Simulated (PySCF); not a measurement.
Species: C2ClF3.
Numbering: `[F:1][C:2]([F:3])=[C:4]([F:5])[Cl:6]`

The closed-shell ground state was solved at several levels (PySCF, density fitting, gas phase, non-relativistic). Geometry: PBE0-D3(BJ)/def2-SVP; no solvent, vibrations or thermal averaging.

| level | basis functions | total energy (Eh) | HOMO (eV) | LUMO (eV) | gap (eV) | dipole (D) |
| --- | --- | --- | --- | --- | --- | --- |
| wB97X-D/def2-SVPD | 136 | -835.3670 | -9.47 | 1.85 | 11.32 | 0.37 |
| B3LYP/def2-TZVP | 192 | -836.0742 | -7.19 | -0.04 | 7.15 | 0.40 |
| PBE0/aug-cc-pVTZ | 280 | -835.5334 | -7.45 | 0.05 | 7.50 | 0.36 |
| PBE0/def2-TZVP | 192 | -835.5412 | -7.39 | 0.26 | 7.65 | 0.37 |
| PBE0/6-31+G* | 112 | -835.3559 | -7.51 | 0.09 | 7.60 | 0.43 |
| PBE0/def2-SVPD | 136 | -834.9638 | -7.60 | 0.02 | 7.62 | 0.38 |
| CAM-B3LYP/def2-SVPD | 136 | -835.3920 | -9.00 | 0.99 | 9.99 | 0.43 |
| PBE0/6-31G* | 88 | -835.3312 | -7.09 | 0.64 | 7.73 | 0.33 |
| PBE/pcSseg-2 | 223 | -835.5227 | -6.10 | -0.80 | 5.30 | 0.33 |
| PBE0/def2-SVP | 88 | -834.9296 | -7.27 | 0.42 | 7.69 | 0.38 |
| B3LYP/6-31G* | 88 | -835.8543 | -6.81 | 0.42 | 7.23 | 0.30 |

Question: What might PBE0/aug-cc-pVDZ (142 basis functions) give for the same quantities?

Answer: Total energy -835.4199 Eh, HOMO -7.46 eV, LUMO 0.11 eV, gap 7.57 eV, dipole 0.36 D.

Question: Over all these levels, which gives the widest orbital gap and which the narrowest?

Answer: wB97X-D/def2-SVPD (range-separated hybrid) has the widest, 11.32 eV, and PBE/pcSseg-2 (GGA) the narrowest, 5.30 eV. Functional and basis both differ between the two, so the spread mixes both effects.

Question: How much does the basis alone move the frontier levels among the 7 PBE0 rows (the withheld one included)?

Answer: The HOMO by 0.51 eV and the LUMO by 0.62 eV. By rising basis size (HOMO, LUMO in eV): 6-31G* -7.09, 0.64; def2-SVP -7.27, 0.42; 6-31+G* -7.51, 0.09; def2-SVPD -7.60, 0.02; aug-cc-pVDZ -7.46, 0.11; def2-TZVP -7.39, 0.26; aug-cc-pVTZ -7.45, 0.05.

Question: How far do the dipole and the HOMO energy spread over the levels?

Answer: The dipole runs from 0.30 to 0.43 D (mean 0.37 D) and the HOMO from -9.47 to -6.10 eV.

The pairwise dispersion term of wB97X-D wasn't added to the energies; at a given geometry it leaves orbitals and properties as they are.
